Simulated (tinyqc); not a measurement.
Worked calculation: G0W0 on RHF in the sto-3g basis, for H2O, spin multiplicity 1. One step of it, computed by the program tinyqc.

Question. Screening: direct RPA. With D = e_a - e_i and K = (ia|jb): diagonalise D^(1/2) (D + 4K) D^(1/2) = Z w^2 Z^T; X + Y = D^(1/2) Z w^(-1/2), each column of Z with its largest component positive (the first on a tie); E_c = (sum w - tr (D + 2K)) / 2.

orbital energies (hartree): MO1 -20.256945, MO2 -1.273584, MO3 -0.587459, MO4 -0.477338, MO5 -0.397756, MO6 0.589992, MO7 0.707411

Two-electron integrals over orbitals (pq|rs), unique and non-zero (hartree):
```
p,q,r,s,(pq|rs)
1,1,1,1,4.744989
2,1,1,1,-0.415760
2,1,2,1,0.057993
2,2,1,1,1.004050
2,2,2,1,-0.012679
2,2,2,2,0.731597
3,1,1,1,0.025354
3,1,2,1,-0.002929
3,1,2,2,0.002796
3,1,3,1,0.011771
3,2,1,1,-0.010993
3,2,2,1,0.001500
3,2,2,2,0.010657
3,2,3,1,0.018099
3,2,3,2,0.141427
3,3,1,1,0.810044
3,3,2,1,-0.004679
3,3,2,2,0.648613
3,3,3,1,-0.000918
3,3,3,2,-0.003949
3,3,3,3,0.635347
4,1,1,1,0.193455
4,1,2,1,-0.023833
4,1,2,2,0.016423
4,1,3,1,0.002022
4,1,3,2,0.000060
4,1,3,3,0.006691
4,1,4,1,0.027464
4,2,1,1,-0.139728
4,2,2,1,0.009528
4,2,2,2,0.001531
4,2,3,1,-0.000120
4,2,3,2,0.001110
4,2,3,3,0.004014
4,2,4,1,0.016908
4,2,4,2,0.122738
4,3,1,1,0.026116
4,3,2,1,-0.001151
4,3,2,2,0.007877
4,3,3,1,-0.004100
4,3,3,2,0.017100
4,3,3,3,0.006156
4,3,4,1,-0.001416
4,3,4,2,-0.012465
4,3,4,3,0.051119
4,4,1,1,0.973633
4,4,2,1,-0.013243
4,4,2,2,0.664337
4,4,3,1,-0.000009
4,4,3,2,-0.010611
4,4,3,3,0.596835
4,4,4,1,-0.010135
4,4,4,2,-0.099710
4,4,4,3,0.012816
4,4,4,4,0.754914
5,1,5,1,0.026027
5,2,5,1,0.032365
5,2,5,2,0.143925
5,3,5,1,-0.001913
5,3,5,2,-0.006435
5,3,5,3,0.029618
5,4,5,1,-0.014143
5,4,5,2,-0.049516
5,4,5,3,0.003960
5,4,5,4,0.055994
5,5,1,1,1.115341
5,5,2,1,-0.011673
5,5,2,2,0.746950
5,5,3,1,0.000705
5,5,3,2,-0.005462
5,5,3,3,0.632995
5,5,4,1,0.005425
5,5,4,2,-0.074922
5,5,4,3,0.014626
5,5,4,4,0.715229
5,5,5,5,0.880159
6,1,1,1,0.206099
6,1,2,1,-0.031266
6,1,2,2,-0.000367
6,1,3,1,0.006005
6,1,3,2,0.006217
6,1,3,3,-0.001276
6,1,4,1,-0.000450
6,1,4,2,-0.020093
6,1,4,3,0.000139
6,1,4,4,0.018350
6,1,5,5,0.005391
6,1,6,1,0.029099
6,2,1,1,-0.276721
6,2,2,1,0.005515
6,2,2,2,-0.132284
6,2,3,1,0.003524
6,2,3,2,0.016552
6,2,3,3,-0.077168
6,2,4,1,-0.018032
6,2,4,2,-0.021530
6,2,4,3,-0.012769
6,2,4,4,-0.068393
6,2,5,5,-0.143059
6,2,6,1,0.010397
6,2,6,2,0.096054
6,3,1,1,0.122620
6,3,2,1,-0.002631
6,3,2,2,0.050571
6,3,3,1,-0.003713
6,3,3,2,0.024300
6,3,3,3,0.035005
6,3,4,1,0.000523
6,3,4,2,-0.026946
6,3,4,3,0.029084
6,3,4,4,0.044075
6,3,5,5,0.066356
6,3,6,1,0.000290
6,3,6,2,-0.034160
6,3,6,3,0.073005
6,4,1,1,-0.231105
6,4,2,1,0.002844
6,4,2,2,-0.098293
6,4,3,1,-0.003349
6,4,3,2,-0.025973
6,4,3,3,-0.045977
6,4,4,1,0.000060
6,4,4,2,0.048040
6,4,4,3,-0.011855
6,4,4,4,-0.124048
6,4,5,5,-0.124233
6,4,6,1,-0.003792
6,4,6,2,0.049550
6,4,6,3,-0.046219
6,4,6,4,0.087182
6,5,5,1,-0.013597
6,5,5,2,-0.051510
6,5,5,3,0.009985
6,5,5,4,-0.000522
6,5,6,5,0.035776
6,6,1,1,0.822709
6,6,2,1,-0.007361
6,6,2,2,0.617746
6,6,3,1,-0.004024
6,6,3,2,-0.055770
6,6,3,3,0.578404
6,6,4,1,0.018778
6,6,4,2,0.048015
6,6,4,3,-0.032197
6,6,4,4,0.566041
6,6,5,5,0.598241
6,6,6,1,-0.009843
6,6,6,2,-0.090093
6,6,6,3,-0.016024
6,6,6,4,-0.027716
6,6,6,6,0.643406
7,1,1,1,0.088182
7,1,2,1,-0.013787
7,1,2,2,-0.001406
7,1,3,1,-0.013727
7,1,3,2,-0.021332
7,1,3,3,0.001750
7,1,4,1,0.001392
7,1,4,2,-0.006183
7,1,4,3,0.005830
7,1,4,4,0.006546
7,1,5,5,0.002241
7,1,6,1,0.004460
7,1,6,2,-0.002904
7,1,6,3,0.004899
7,1,6,4,0.003069
7,1,6,6,0.003951
7,1,7,1,0.021829
7,2,1,1,-0.122971
7,2,2,1,0.002261
7,2,2,2,-0.056972
7,2,3,1,-0.013417
7,2,3,2,-0.034952
7,2,3,3,-0.024929
7,2,4,1,-0.005855
7,2,4,2,0.000397
7,2,4,3,0.034131
7,2,4,4,-0.037883
7,2,5,5,-0.062285
7,2,6,1,-0.003060
7,2,6,2,0.016030
7,2,6,3,0.021485
7,2,6,4,0.025195
7,2,6,6,-0.044418
7,2,7,1,0.015879
7,2,7,2,0.068885
7,3,1,1,-0.335538
7,3,2,1,0.007002
7,3,2,2,-0.122555
7,3,3,1,-0.000467
7,3,3,2,0.022332
7,3,3,3,-0.084311
7,3,4,1,0.000998
7,3,4,2,0.078029
7,3,4,3,-0.001719
7,3,4,4,-0.141217
7,3,5,5,-0.175611
7,3,6,1,-0.006508
7,3,6,2,0.060006
7,3,6,3,-0.028797
7,3,6,4,0.073363
7,3,6,6,-0.054403
7,3,7,1,-0.002239
7,3,7,2,0.039332
7,3,7,3,0.146210
7,4,1,1,-0.054713
7,4,2,1,0.000724
7,4,2,2,-0.017794
7,4,3,1,0.009487
7,4,3,2,0.074854
7,4,3,3,-0.014872
7,4,4,1,-0.000933
7,4,4,2,0.005074
7,4,4,3,-0.002145
7,4,4,4,-0.032541
7,4,5,5,-0.028267
7,4,6,1,0.004207
7,4,6,2,0.020972
7,4,6,3,0.028958
7,4,6,4,-0.006242
7,4,6,6,-0.047325
7,4,7,1,-0.011541
7,4,7,2,-0.006653
7,4,7,3,0.035627
7,4,7,4,0.067594
7,5,5,1,-0.005793
7,5,5,2,-0.022108
7,5,5,3,-0.021121
7,5,5,4,0.002543
7,5,6,5,0.005084
7,5,7,5,0.025487
7,6,1,1,-0.001033
7,6,2,1,0.000523
7,6,2,2,0.009212
7,6,3,1,0.006621
7,6,3,2,0.069480
7,6,3,3,-0.009277
7,6,4,1,0.005241
7,6,4,2,0.017623
7,6,4,3,0.036159
7,6,4,4,-0.017049
7,6,5,5,-0.002532
7,6,6,1,-0.001548
7,6,6,2,-0.014119
7,6,6,3,0.034465
7,6,6,4,-0.021380
7,6,6,6,-0.043216
7,6,7,1,-0.008827
7,6,7,2,0.006902
7,6,7,3,0.028303
7,6,7,4,0.038499
7,6,7,6,0.070566
7,7,1,1,0.846213
7,7,2,1,-0.008363
7,7,2,2,0.626043
7,7,3,1,0.006921
7,7,3,2,0.064151
7,7,3,3,0.605229
7,7,4,1,0.006440
7,7,4,2,-0.004205
7,7,4,3,0.033641
7,7,4,4,0.587190
7,7,5,5,0.614818
7,7,6,1,0.004733
7,7,6,2,-0.065753
7,7,6,3,0.061323
7,7,6,4,-0.057523
7,7,6,6,0.531145
7,7,7,1,-0.006247
7,7,7,2,-0.019954
7,7,7,3,-0.056199
7,7,7,4,0.028730
7,7,7,6,0.045321
7,7,7,7,0.652822
```

Give: D^(1/2) (D + 4K) D^(1/2); excitation energies w; X + Y; RPA correlation energy.

Answer.

D^(1/2) (D + 4K) D^(1/2) (hartree^2), lower triangle:
```
,1>6,1>7,2>6,2>7,3>6,3>7,4>6,4>7,5>6,5>7
1>6,437.021
1>7,0.373,441.335
2>6,0.259,-0.073,4.189
2>7,-0.079,0.409,0.123,4.470
3>6,0.006,0.097,-0.202,0.131,1.730
3>7,-0.135,-0.047,0.373,0.252,-0.142,2.434
4>6,-0.072,0.058,0.280,0.147,-0.207,0.345,1.511
4>7,0.084,-0.230,0.125,-0.041,0.137,0.177,-0.028,1.724
5>6,0.000,0.000,0.000,0.000,0.000,0.000,0.000,0.000,1.117
5>7,0.000,0.000,0.000,0.000,0.000,0.000,0.000,0.000,0.021,1.334
```

excitation energies w (hartree): 1.056  1.151  1.156  1.233  1.382  1.567  2.056  2.149  20.904  21.009

X + Y:
```
,1,2,3,4,5,6,7,8,9,10
1>6,0.000,0.000,0.000,-0.001,-0.001,0.002,-0.002,0.000,0.995,0.085
1>7,0.000,-0.001,0.000,0.002,0.001,0.001,0.002,-0.002,-0.086,0.995
2>6,0.000,-0.043,0.000,-0.072,0.044,-0.282,0.786,0.462,0.000,0.000
2>7,0.000,-0.049,0.000,0.071,-0.026,-0.114,-0.522,0.804,0.000,0.000
3>6,0.000,0.369,0.000,-0.597,0.621,-0.150,-0.080,-0.010,0.000,0.000
3>7,0.000,-0.234,0.000,-0.288,0.116,0.814,0.100,0.156,0.000,0.000
4>6,0.000,0.869,0.000,0.134,-0.241,0.222,0.057,0.075,0.000,0.000
4>7,0.000,0.043,0.000,0.708,0.625,0.117,0.039,0.015,0.000,0.000
5>6,0.963,0.000,0.089,0.000,0.000,0.000,0.000,0.000,0.000,0.000
5>7,-0.099,0.000,0.973,0.000,0.000,0.000,0.000,0.000,0.000,0.000
```

RPA correlation energy = -0.05592 hartree
